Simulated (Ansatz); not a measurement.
Ansatz (an electronic-structure program) input:
A basis named .json is the Basis Set Exchange file of that set.

Ansatz 0.2 input:
```yaml
crystal:
  periodic: [false, false, false]
  atoms:
    - {symbol: C, position_ang: [-0.00000000, -0.00000000, -0.62581248]}
    - {symbol: N, position_ang: [0.00000000, 0.00000000, 0.53641070]}
basis:
  gaussian:
    orbitals: cc-pwCVTZ.json
magnetization: {spin_polarized: true, initial_magnetization: 1}
correlation: {method: ccsd_t, frozen_orbitals: {C: 0, N: 0}}
```

Task: Which total energy does the run end on?

Result: -92.67019 Eh (CCSD(T,full)/cc-pwCVTZ). The basis has 86 functions.

The determinant is spin-contaminated: <S^2> is 1.12 against 0.75 for a pure state.
